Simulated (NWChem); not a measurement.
tetrafluoroethylene (C$_{2}$F$_{4}$); SMILES C(=C(F)F)(F)F

```xyz
6

F      1.1095    -1.3957     0.0000
C      0.0000    -0.6722     0.0000
F     -1.1095    -1.3957     0.0000
C      0.0000     0.6722     0.0000
F     -1.1095     1.3957     0.0000
F      1.1095     1.3957     0.0000
```
Atoms are numbered in this order, from 1.

All runs use the structure optimised with PBE-D3(BJ)/def2-SVP.

Symmetry labels are those of D2h in the frame above (b1 and b2, or b-type labels, depend on it).

List the 4 lowest vertical singlet excitations from CAM-B3LYP/6-31G* (spherical d), TDA (NWChem).


| state | energy (eV) | oscillator strength | symmetry | leading excitation (squared amplitude) |
|---|---|---|---|---|
| S1 | 7.06 | 0.000 | b2g | HOMO → LUMO+1 (1.00) |
| S2 | 9.00 | 0.606 | b2u | HOMO → LUMO (0.92) |
| S3 | 9.26 | 0.000 | b3g | HOMO → LUMO+2 (0.98) |
| S4 | 9.68 | 0.056 | b1u | HOMO → LUMO+3 (0.98) |
